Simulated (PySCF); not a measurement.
Bond curve of NaAl⁺

Set-up: Na aug-cc-pVDZ, Al aug-cc-pV(D+d)Z; no relativity (PySCF 2.14). Energies in eV from Na⁺ + Al in their ground configurations at the same level. State: ²Σ⁺ (doublet), unpaired electrons σ ↑.

```
R (Å)  BHandHLYP    PW91     PBE0
2.920    -0.8639  -0.916  -0.8447
3.055    -0.9337  -0.989  -0.9181
3.191    -0.9709  -1.031  -0.9589
3.293    -0.9827  -1.046  -0.9734
3.395    -0.9841  -1.052  -0.9774
3.497    -0.9774  -1.049  -0.9731
3.633    -0.9588  -1.037  -0.9576
3.802    -0.9248  -1.010  -0.9270
4.006    -0.8739  -0.968  -0.8799
4.278    -0.7977  -0.905  -0.8084
```

**Question.** Put a parabola through the three lowest points of the BHandHLYP curve and estimate Re, k and ωe (reduced mass 12.41 u; 1 eV/Å² = 0.16022 mdyn/Å; ωe = 1302.8·√(k/μ) cm⁻¹).

**Answer.** Through R = 3.293, 3.395, 3.497 Å the second-order coefficient is 0.389 eV/Å², so Re ≈ 3.362 Å, k ≈ 0.125 mdyn/Å and ωe ≈ 131 cm⁻¹. A polynomial fit of higher order to the unrounded BHandHLYP energies gives Re = 3.359 Å, k = 0.137 mdyn/Å, ωe = 137 cm⁻¹; anharmonicity and rounding make the difference.

The higher-order fit for each curve: BHandHLYP: Re = 3.359 Å, ωe = 137 cm⁻¹, De = 0.98 eV; PW91: Re = 3.410 Å, ωe = 128 cm⁻¹, De = 1.05 eV; PBE0: Re = 3.389 Å, ωe = 133 cm⁻¹, De = 0.98 eV.

For an ion De counts to the pair picked by the measured ionisation energies or electron affinities, which need not be the lowest pair at this level. The state is the lowest determinant that a PBE0 search found; another state may lie lower at other levels.
